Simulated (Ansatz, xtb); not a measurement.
A geometry optimisation of BH6Si2− with r2SCAN-D4/def2-SVPD

The starting geometry of this gas-phase singlet has its atoms placed at random.

```yaml
atoms:
  - { symbol: B, position_ang: [0.9378, 0.9104, -0.1496] }
  - { symbol: Si, position_ang: [-0.7049, -1.0195, -0.2779] }
  - { symbol: Si, position_ang: [0.5737, 0.4031, 1.9177] }
  - { symbol: H, position_ang: [1.8485, 1.4458, 0.2351] }
  - { symbol: H, position_ang: [0.0824, 1.3304, 0.5053] }
  - { symbol: H, position_ang: [-0.6349, 0.4346, 1.5069] }
  - { symbol: H, position_ang: [-1.0401, 0.2933, -1.3351] }
  - { symbol: H, position_ang: [-0.4957, 0.0253, 0.4052] }
  - { symbol: H, position_ang: [0.2104, 1.9183, 1.5459] }
```

Q: One run relaxed it with r2SCAN-D4/def2-SVPD. What is a likely outcome?

A: It ends as `[SiH2]=[BH-][SiH3]`. Distances that change by over a tenth: Si2–H7 (1.72 → 1.51 Å), Si2–H8 (1.27 → 1.51 Å), Si3–H5 (1.76 → 1.52 Å), Si3–H6 (1.28 → 1.51 Å). Contacts that open: B1–H5 (1.16 → 2.99 Å). Contacts that close: B1–Si2 (2.54 → 1.86 Å).

The energy falls by 11.30 eV over 26 steps:

```tsv
step	E − E(last) (eV)
1	11.302
4	4.493
7	2.148
9	1.616
12	1.232
15	0.573
18	0.168
20	0.029
23	0.001
26	0.000
```

Final geometry (Å):

```xyz
9

B     0.7156    0.8122   -0.1408
Si   -0.2771   -0.6111   -0.8091
Si    0.1864    1.5273    1.6286
H     1.6505    1.2916   -0.7541
H    -0.2173    2.9936    1.6740
H    -0.9900    0.8294    2.2707
H    -0.0900   -1.3352   -2.1226
H    -1.4465   -1.2568   -0.1136
H     1.2457    1.4907    2.7204
```

From the same start GFN2-xTB ends elsewhere, at `[BH2-]1[SiH2][SiH2]1`.

From so rough a start the end depends on the optimiser's path, so another program may land elsewhere. The end wasn't checked by frequencies. Run with Ansatz 0.2.0, 30 s on 2 threads of Intel(R) Xeon(R) 6975P-C (Granite Rapids), with other jobs on the host.
